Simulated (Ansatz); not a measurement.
`CCSCF` and `CCOCF` differ in one element.

Ansatz, PBE0-D4/def2-TZVP geometries, multiplicity 1. Each molecule was computed in one conformer, which needn't be the lowest.

```json
{"property": "HOMO energy (PBE0/def2-TZVPP) / eV", "`CCSCF`": "-6.95"}
{"property": "size of the dipole moment (ωB97M-V/def2-TZVPP) / D", "`CCSCF`": "1.80"}
{"property": "HOMO–LUMO gap (PBE/def2-TZVPP) / eV", "`CCSCF`": "5.65"}
{"property": "HOMO–LUMO gap (ωB97M-V/def2-TZVPP) / eV", "`CCSCF`": "11.86"}
{"property": "LUMO energy (ωB97M-V/def2-TZVPP) / eV", "`CCSCF`": "2.68"}
{"property": "LUMO energy (PBE/def2-TZVPP) / eV", "`CCSCF`": "-0.07"}
```

(1) Give the same properties after the change, and the shifts. (Best estimate.)

Results:

(1) Ansatz gave: 
```
                                          property  `CCOCF`  shift
                HOMO energy (PBE0/def2-TZVPP) / eV    -8.33  -1.38
size of the dipole moment (ωB97M-V/def2-TZVPP) / D     1.75  -0.05
               HOMO–LUMO gap (PBE/def2-TZVPP) / eV     7.33   1.68
           HOMO–LUMO gap (ωB97M-V/def2-TZVPP) / eV    13.57   1.71
             LUMO energy (ωB97M-V/def2-TZVPP) / eV     2.82   0.14
                 LUMO energy (PBE/def2-TZVPP) / eV     0.60   0.67
```

With PBE0 the HOMO falls by 1.38 eV and the LUMO rises by 0.49 eV, so the gap widens by about 1.87 eV. PBE moves the HOMO by -1.00 eV and ωB97M-V by -1.57 eV. Dipoles are sizes alone; their direction can turn.

Positive LUMOs are unbound, so they and the gaps depend on the basis.
